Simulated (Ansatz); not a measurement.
Ansatz (a quantum-chemistry and plane-wave program) input:

Ansatz 0.2 input:
```yaml
crystal:
  periodic: [false, false, false]
  atoms:
    - {symbol: C, position_ang: [-0.08701136, -1.63727742, 0.02176407]}
    - {symbol: C, position_ang: [0.65262971, -0.51621581, 0.00122514]}
    - {symbol: C, position_ang: [0.01484235, 0.73074242, -0.00951478]}
    - {symbol: H, position_ang: [-1.18730815, -1.67235484, 0.03133492]}
    - {symbol: H, position_ang: [0.38144000, -2.62489794, 0.03057446]}
    - {symbol: N, position_ang: [-0.38241372, 1.83339395, -0.02039371]}
basis:
  gaussian:
    orbitals: cc-pVTZ
total_charge: -1
magnetization: {spin_polarized: false}
correlation: {method: ccsd_t, electrons: outside_noble_gas}
```

Problem. Which total energy does the run end on?

Solution. -169.91594 Eh (CCSD(T)/cc-pVTZ). The basis has 148 functions. The run takes roughly 25 core-seconds.

It need not be the lowest isomer of its formula. Whether it binds its extra electron was not tested at this geometry.
